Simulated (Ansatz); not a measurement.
in.yaml

```yaml
crystal:
  periodic: [false, false, false]
  atoms:
    - {symbol: Sb, position_ang: [0.000000, 0.000000, 0.000000]}
    - {symbol: H, position_ang: [0.000000, 0.000000, 1.708526]}
    - {symbol: H, position_ang: [0.000000, 0.000000, -1.708526]}
basis:
  gaussian: {orbitals: def2-SVP}
total_charge: 1
correlation: {active_space: {window: {electrons: 2, orbitals: 5}, fixed_orbitals: true, states: [{multiplicity: 1, weights: [1, 1]}]}}
output: {forces: true}
```

```sh
$ ansatz run in.yaml --threads 1 --pin off --events-out ev --progress --plain --max-ram 2393MiB
```

Output:

```
759 factors; integrals over basis functions are off by at most 1.4e-7 eV
mean field evaluation 1: about -6529.2755 eV, gradient 7.1e0 eV
mean field evaluation 2: about -6529.2778 eV, gradient 7.1e0 eV
mean field evaluation 4: about -6529.4909 eV, gradient 3.9e-1 eV
mean field evaluation 8: about -6529.4914 eV, gradient 6.9e-5 eV
mean field evaluation 16: about -6529.4914 eV, gradient 1.6e-6 eV
mean field -6529.49137598 eV, -239.9543822192 hartree, gradient 6.9e-7 eV, S^2 0.000000; 2 other end points of the search recorded, 0 dependent functions left out
reference -6529.49137598 eV, -239.9543822192 hartree; 12, 12 occupied and 24, 24 virtual orbitals, 759 factors
state -6529.90430882 eV, -239.9695572210 hartree
state -6529.90122587 eV, -239.9694439246 hartree
the calculation of the forces begins
Total energy: -6529.90276734 eV, -239.9695005728 hartree
Atom 0 at     0.000000     0.000000     0.000000 Å, force     0.000000    -0.000000     0.000000 eV/Å
Atom 1 at     0.000000     0.000000     1.708526 Å, force     0.000000     0.000000    -1.103838 eV/Å
Atom 2 at     0.000000     0.000000    -1.708526 Å, force    -0.000000     0.000000     1.103838 eV/Å
Dipole moment:    -0.000000     0.000000    -0.000000 e Å
```

Natural occupations, averaged over the states: 1.1704 0.8277 0.0019 0.0000 0.0000.

Forces (eV/Å):
```
Sb   0.000  0.000  0.000
H    0.000  0.000 -1.104
H    0.000  0.000  1.104
```

Ran on 1 thread of Intel Xeon, shared host: 4.9 s wall, 0.1 GiB peak host memory.
